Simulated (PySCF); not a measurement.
Ge–CH2, quintet in cc-pVDZ: errors against RCCSDT

Geometry: that of the Ge–CH2, triplet, kept fixed.

```xyz
4

Ge    0.0000    0.0000    0.3308
C     0.0000    0.0000   -1.6265
H     0.0000    0.9089   -2.2295
H     0.0000   -0.9089   -2.2295
```

Basis cc-pVDZ; PySCF 2.14.0. Only valence electrons are correlated (noble-gas cores and the filled d shells of p-block atoms frozen), which leaves 10 electrons in 36 orbitals. Prefix R: restricted or restricted open-shell reference. No spin–orbit coupling is included, and no scalar relativity.

Full CI isn't at hand for all of this; RCCSDT serves as the reference. It lacks quadruple excitations, which often exceed the step from CCSD(T) to CCSDT.

```
UHF ⟨S²⟩                          : 6.020
T1 diagnostic (ROHF- or RHF-based CCSD)             : 0.0233
largest doubles amplitude (ROHF- or RHF-based CCSD) : 0.053
```

Problem. From what is known of these methods and the diagnostics, rank them by the size of their error in total energy against RCCSDT in cc-pVDZ, smallest first (an estimate: the text doesn't fix the numbers).
A. RMP2
B. RCCSD(T)
C. RCCSD
D. RHF

Solution. B (0.49 kcal/mol), C (3.50 kcal/mol), A (21.22 kcal/mol), D (120.62 kcal/mol).

All errors are against RCCSDT in cc-pVDZ. Within each family the higher level lies nearer, as is usual though not guaranteed.
